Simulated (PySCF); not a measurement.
Estimate the missing entries of this data sheet.

Species: CH₃NSi.
Numbering: `[N:1]#[C:2][SiH3:3]` (hydrogens: H4, H5, H6 on Si3)

Cartesian coordinates in Å at the GFN2-xTB level; atoms count from 1:
```xyz
6
CH3NSi angstrom
N      2.4037   -0.0243    0.0385
C      1.2584   -0.0132    0.0188
Si    -0.6078    0.0064   -0.0141
H     -1.0101   -0.9880   -1.0067
H     -0.9964    1.3630   -0.3945
H     -1.0447   -0.3419    1.3364
```

```json
{"property": "point group of the GFN2-xTB geometry", "level": "GFN2-xTB", "value": "C3v"}
{"property": "rotational constants A, B, C of the GFN2-xTB geometry", "level": "GFN2-xTB", "value": "84.915, 4.957, 4.957 GHz"}
{"property": "dipole moment", "level": "CAM-B3LYP/def2-SVPD", "value": "3.79 D"}
{"property": "HOMO energy", "level": "CAM-B3LYP/def2-SVPD", "value": "-11.30 eV"}
{"property": "LUMO energy", "level": "CAM-B3LYP/def2-SVPD", "value": "0.68 eV"}
{"property": "lowest singlet excitation", "level": "TDDFT CAM-B3LYP/def2-SVPD", "value": "7.22 eV (172 nm, f = 0.000)"}
{"property": "lowest triplet excitation (Tamm–Dancoff)", "level": "TDA CAM-B3LYP/def2-SVPD", "value": "?"}
{"property": "static isotropic polarisability", "level": "CAM-B3LYP/def2-SVPD", "value": "?"}
{"property": "electronic spatial extent ⟨r²⟩ about the centre of nuclear charge", "level": "CAM-B3LYP/def2-SVPD", "value": "271 bohr²"}
{"property": "13C chemical shifts (computed TMS as zero) by class", "level": "GIAO PBE0/pcSseg-1", "value": "?"}
{"property": "1H chemical shifts (computed TMS as zero) by class", "level": "GIAO PBE0/pcSseg-1", "value": "4.20 (H4/H5/H6) ppm"}
{"property": "isotropic shieldings of nuclei other than C and H, by class", "level": "GIAO PBE0/pcSseg-1", "value": "-102 (N1), 450 (Si3) ppm"}
{"property": "core binding energies", "level": "ΔSCF SCAN, pcX-2 on the ionised atom, pcseg-1 elsewhere, spin-free X2C, 2p3/2 from a spin–orbit splitting computed afterwards within the 2p shell", "value": "Si2p3/2 108.3 (Si3), C1s 292.0 (C2), N1s 405.4 (N1), Si1s 1848.1 (Si3) eV"}
```

Gas-phase values; electronic properties from PySCF, density fitting. Isolated species at its GFN2-xTB geometry, gas phase.

**Question.** The 13C chemical shifts (computed TMS as zero) by class?

**Answer.** 120.8 (C2) ppm.

**Question.** Give the static isotropic polarisability.

**Answer.** 41.7 au.

**Question.** Give the lowest triplet excitation (Tamm–Dancoff).

**Answer.** 5.99 eV.

In atomic units the dipole is 1.49 e·bohr (1 au = 2.5417 D). The principal polarisabilities are 36.1, 36.1 and 52.9 au; their mean is the isotropic value. In wavenumbers S1 is 58200 cm⁻¹ (1 eV = 8065.54 cm⁻¹).

For the TDDFT job (CAM-B3LYP/def2-SVPD), time: 4.4 s. Hardware: an x86-64 server with one thread, shared host.
